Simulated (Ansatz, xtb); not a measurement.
## CH4NOS−: where a starting geometry ends

The starting geometry of this gas-phase singlet was built from a drawn formula by distance geometry and a force field; its bonds are those of `[O-]CNS`.

```yaml
atoms:
  - { symbol: C, position_ang: [1.9799, 1.4149, -0.6156] }
  - { symbol: N, position_ang: [1.6589, -0.0323, -0.3018] }
  - { symbol: O, position_ang: [0.8886, 2.0711, -0.4999] }
  - { symbol: S, position_ang: [1.7039, -0.5121, 1.2815] }
  - { symbol: H, position_ang: [2.4630, 1.3394, -1.6168] }
  - { symbol: H, position_ang: [2.8679, 1.6942, -0.0143] }
  - { symbol: H, position_ang: [0.6670, -0.0146, -0.6356] }
  - { symbol: H, position_ang: [1.0903, 0.5337, 1.8183] }
```

Q: Predict what it relaxes into with r2SCAN-D4/def2-SVPD.

A: It rearranges to `OCN[S-]`. Distances that change by over a tenth: C1–O3 (1.28 → 1.43 Å). Contacts that open: S4–H8 (1.33 → 2.28 Å). Contacts that close: O3–H8 (2.79 → 0.99 Å).

The energy falls by 1.20 eV over 17 steps:

| step | E − E(last) (eV) |
| --- | --- |
| 1 | 1.198 |
| 3 | 0.845 |
| 5 | 0.772 |
| 6 | 0.735 |
| 8 | 0.618 |
| 10 | 0.370 |
| 12 | 0.087 |
| 13 | 0.020 |
| 15 | 0.001 |
| 17 | 0.000 |

Final geometry (Å):

```xyz
8

C     1.9977    1.2464   -0.4696
N     1.8467   -0.1774   -0.3599
O     0.9979    1.9989    0.2127
S     1.6855   -0.6482    1.3889
H     1.9423    1.5427   -1.5348
H     2.9983    1.5033   -0.0673
H     0.9565   -0.4305   -0.7926
H     0.8946    1.4592    1.0384
```

From the same start GFN2-xTB reaches the same bonding as this run.

No frequencies were run, so the end isn't proven a minimum. Run with Ansatz 0.2.0, 45 s on 2 threads of Arm Neoverse V1, with other jobs on the host.
